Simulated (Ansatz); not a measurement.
Cubic perovskite BaTiO3 (cubic high-temperature phase) was calculated with PBE0 (plane waves, PAW; Ansatz, a quantum-chemistry and plane-wave program).

Numerical settings: plane-wave cutoff 520 eV, 6×6×6 k mesh, no spin polarisation, scalar-relativistic PAW data made under PBE.

Computed at the level's own relaxed cell.

Hill averages of the elastic tensor: K = 187.0 GPa, G = 122.3 GPa. Volume 12.576 Å³/atom, mean atomic mass 46.638 u.

Question: Work out the density, the sound velocities of a polycrystal and the elastic Debye temperature at this level.

Answer: ρ = 1.66054 × 46.638/12.576 = 6.158 g/cm³. v_l = √[(K + 4G/3)/ρ] = 7.540 km/s and v_t = √(G/ρ) = 4.456 km/s. The mean follows from 3/v_m³ = 1/v_l³ + 2/v_t³: v_m = 4.937 km/s. Θ_D = (ħ/k_B) v_m (6π²/V)^(1/3) = 76.38 K Å s/km × 4.937 × 1.6761 Å⁻¹ = 632 K, counting all atoms of the cell.

Note: the relaxation could not lower the start's symmetry, so the cell can be a saddle point above a distorted one.
